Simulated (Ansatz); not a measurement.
# C3H6N2: up Jacob's ladder to CCSD(T)

One table from this session's results is given with a row withheld; the runs are named, their logs left out.

The runs use Ansatz 0.2.0, Gaussian basis; functionals in def2-TZVPP, the program's frozen cores in correlated methods.

The runs, in order: PBE-D4, r2SCAN-D4, PBE0-D4, B3LYP-D4, ωB97X-V, ωB97M-V, B2PLYP; CCSD(T)/def2-TZVPP; MP2/def2-QZVPP; extrapolation to the limit.

## Structure used throughout

All runs share one geometry, relaxed beforehand with PBE0-D4 in a triple-zeta def2 set.

11 atoms, charge 0, spin multiplicity 1.

Atoms are counted from 1 here; the program's logs count them from 0.

Bond lengths: N1–C2 1.358 Å, N1–H6 1.008 Å, N1–H7 1.004 Å, C2–N3 1.288 Å, C2–C5 1.495 Å, N3–C4 1.484 Å, C4–C5 1.548 Å, C4–H8 1.093 Å, C4–H9 1.093 Å, C5–H10 1.092 Å, C5–H11 1.092 Å. Angles: C2–N1–H6 116.0°, C2–N1–H7 117.7°, H6–N1–H7 115.6°, N1–C2–N3 128.8°, N1–C2–C5 131.0°, N3–C2–C5 100.0°, C2–N3–C4 90.0°, N3–C4–C5 89.6°, N3–C4–H8 113.3°, N3–C4–H9 113.3°, C5–C4–H8 115.5°, C5–C4–H9 115.0°, H8–C4–H9 109.2°, C2–C5–C4 80.4°, C2–C5–H10 116.1°, C2–C5–H11 115.9°, C4–C5–H10 116.2°, C4–C5–H11 116.4° and more.

As a file:

```csv
atom,x (Å),y (Å),z (Å)
N1,-0.4152,1.7041,-0.7574
C2,-0.1743,0.5761,-0.0415
N3,-0.3469,0.3668,1.2174
C4,0.0646,-1.0471,1.0379
C5,0.2747,-0.7833,-0.4726
H6,-0.5585,2.5455,-0.2216
H7,0.0765,1.8206,-1.6255
H8,0.9648,-1.3094,1.5999
H9,-0.7282,-1.7610,1.2768
H10,1.3016,-0.8577,-0.8376
H11,-0.3938,-1.3118,-1.1552
```

The first run:

File in.yaml:

```yaml
crystal:
  periodic: [false, false, false]
  atoms:
    - {symbol: N, position_ang: [-0.415174, 1.704097, -0.757396]}
    - {symbol: C, position_ang: [-0.174330, 0.576129, -0.041498]}
    - {symbol: N, position_ang: [-0.346881, 0.366840, 1.217360]}
    - {symbol: C, position_ang: [0.064569, -1.047143, 1.037892]}
    - {symbol: C, position_ang: [0.274736, -0.783290, -0.472604]}
    - {symbol: H, position_ang: [-0.558499, 2.545455, -0.221556]}
    - {symbol: H, position_ang: [0.076514, 1.820567, -1.625531]}
    - {symbol: H, position_ang: [0.964791, -1.309421, 1.599854]}
    - {symbol: H, position_ang: [-0.728154, -1.761008, 1.276758]}
    - {symbol: H, position_ang: [1.301601, -0.857656, -0.837593]}
    - {symbol: H, position_ang: [-0.393773, -1.311769, -1.155184]}
basis:
  gaussian: {orbitals: def2-TZVPP}
hamiltonian: {xc: pbe, dispersion: d4}
output: {forces: true, orbitals: {seedname: orbitals}}
```

On the command line:

```bash
$ ansatz run in.yaml --threads 4 --pin off --events-out ev --progress --plain --max-ram 10444MiB
```

Steps of the session up to this table: PBE-D4 (GGA); r2SCAN-D4 (meta-GGA); PBE0-D4 (hybrid); B3LYP-D4 (hybrid); ωB97X-V (range-separated); ωB97M-V (range-separated); B2PLYP (double hybrid); CCSD(T) in def2-TZVPP; MP2 in def2-QZVPP.

One table of the session follows, with a row left open; its other results are not shown here.

```
            method  atoms, summed (eV)  atomisation energy (kcal/mol)
            PBE-D4           -6134.804                         1103.2
         r2SCAN-D4           -6140.531                         1061.4
           PBE0-D4           -6136.439                         1075.1
          B3LYP-D4           -6144.312                         1065.9
           ωB97X-V           -6142.026                         1067.1
           ωB97M-V           -6141.312                         1067.4
            B2PLYP           -6139.198                         1052.6
     HF/def2-TZVPP           -6119.345                          727.6
    MP2/def2-TZVPP           -6129.905                         1048.9
   CCSD/def2-TZVPP           -6132.445                         1007.5
CCSD(T)/def2-TZVPP                   ?                              ?
           MP2/CBS           -6131.732                         1079.6
       CCSD(T)/CBS           -6134.561                         1058.1
```

Q: Estimate the row for CCSD(T)/def2-TZVPP from the others.

**Answer.** atoms, summed (eV): -6132.734; atomisation energy (kcal/mol): 1027.4. In the column «atoms, summed (eV)» it lies between CCSD(T)/CBS (-6134.561) and CCSD/def2-TZVPP (-6132.445).
